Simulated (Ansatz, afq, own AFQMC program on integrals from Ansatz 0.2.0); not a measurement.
# Where AFQMC and coupled cluster stand for NH₃, singlet

```xyz
4

N     0.0056    0.0092   -0.0709
H     0.9437    0.0222    0.3095
H    -0.4774    0.8175    0.3013
H    -0.5437   -0.9677    0.3746
```

Basis 6-31G. Noble-gas cores (and the filled d shells of Ga–Kr and In–Xe) are frozen. Integrals, coupled cluster, full CI and functionals: Ansatz 0.2.0; the random walks run on the same integrals in our own AFQMC program. ph-AFQMC/CISD is guided by a CISD state made of CCSD amplitudes; releasing the constraint for a short imaginary time cuts its bias at the price of noise, slowly where states lie close. ± is one standard error of the sampling.

Determinant: RHF, the one that the program's search chose, which needn't be the lowest solution. The geometry is a point of a scan.

Full CI on the same integrals is exact in this basis and with this determinant's frozen core.

Cautions: the ph-AFQMC/CISD walk drifts between its halves (2.1 errors).

```
T1 diagnostic                               : 0.0075
weight of the determinant in the CISD state : 0.943
size of the correlated space                : 8 electrons in 14 orbitals
```

```csv
level,correlation energy (eV)
MP2,-3.3056
CCSD,-3.6884
CCSD(T),-3.7369
```

Q: Estimate where full CI lies against CCSD(T) on the same integrals.

A: 0.50 mEh below CCSD(T).

Reference: full CI, correlation energy -3.751 eV. The released energy is read at 2.40 1/Eh (meV from the phaseless value at times in 1/Eh: -5.5 ± 1.9 at 0.24, -4.7 ± 1.4 at 0.51, -7.1 ± 1.3 at 0.99, -7.3 ± 1.1 at 1.62, -4.5 ± 1.3 at 2.40).

```tsv
level	E − E(reference) (mEh)	share of correlation (%)
CCSD(T)	0.50	99.64
CCSDT	0.35	99.75
CCSDT(Q)	0.00	100.00
CCSDTQ	0.02	99.98
ph-AFQMC/CISD	0.24 ± 0.08	99.83
released AFQMC	0.07 ± 0.05	99.95
```

CCSDT and higher add their correlation energy to the determinant of the CCSD(T) run, since their own runs factorise the integrals more tightly (a shift of under 2 meV). A walk keeps the symmetry of its determinant, which the program's search chose and which needn't be the lowest solution, so a lower state of the same spin and another symmetry isn't excluded. Released energies are given only where the last usable release times agree within the noise; a slower fall can still hide under it.
